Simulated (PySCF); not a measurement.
## Bond length, frequency and bond energy of C₂⁻ by level of theory

State: doublet, unpaired electrons σ ↑. Set-up: C aug-pcseg-1; no relativity (PySCF 2.14). De refers to C + C⁻ in their high-spin ground configurations, without counterpoise correction. The functionals are run spin-unrestricted.

| Level | Re (Å) | ωe (cm⁻¹) | De (eV) | CPU s a point (SCF and correlation, without the integrals) |
| --- | --- | --- | --- | --- |
| UHF | 1.254 | 1934 | n/a | 0.062 |
| UHF-MP2 | 1.288 | 1761 | 8.23 | 0.091 |
| UHF-SCS-MP2 | 1.287 | 1769 | n/a | n/a |
| UHF-CCSD | 1.278 | 1814 | 7.29 | n/a |
| UHF-CCSD(T) | 1.286 | 1766 | 7.68 | 1.3 |
| PBE | 1.277 | 1802 | 8.61 | 0.2 |
| revPBE | 1.281 | 1786 | 8.29 | 0.14 |
| TPSS | 1.276 | 1799 | 8.14 | 0.3 |
| r²SCAN | 1.270 | 1842 | 8.05 | 0.28 |
| PBE0 | 1.266 | 1865 | 8.07 | 0.35 |
| HSE06 | 1.266 | 1863 | 8.04 | 0.33 |
| BHandHLYP | 1.256 | 1908 | n/a | 0.17 |

Q: Which functional lies closest to UHF-CCSD(T) in De, which farthest, and by how much do they differ from it?

A: Closest is HSE06 (-2.0 pm in Re, +5.5 % in ωe, +0.36 eV in De against UHF-CCSD(T) in the same basis), farthest PBE (-0.9 pm in Re, +2.0 % in ωe, +0.93 eV in De). CCSD(T) converges more slowly with the basis than the functionals do and binds too weakly in this one, so the order can change at the basis-set limit.

Q: What does the step from GGA to meta-GGA do here, going from PBE to r²SCAN?

A: r²SCAN less PBE: -0.7 pm in Re, +2.2 % in ωe, -0.56 eV in De. 

Q: What does second-order correlation do here, going from UHF to UHF-MP2?

A: UHF-MP2 less UHF: +3.4 pm in Re, -8.9 % in ωe. Correlation nearly always deepens the well. The bond lengthens, as in strong covalent bonds, where excitations into antibonding orbitals dominate.

Correlated steps freeze 2 core orbitals. Correlated levels converge slowly with the basis: in double zeta they bind strong bonds too weakly, by up to about 1 eV, and carry superposition errors of some tenths. The highest Kohn–Sham level is positive in this anion. Much of that is self-interaction error, but it also means that the finite basis helps to hold the extra electron. The state was picked by a PBE0 search and need not be the measured ground state.

The whole job (state search and all levels along the bond) took about 0.78 min on 1 thread of Intel Xeon 6975P-C (shared host), peak memory 0.61 GiB.
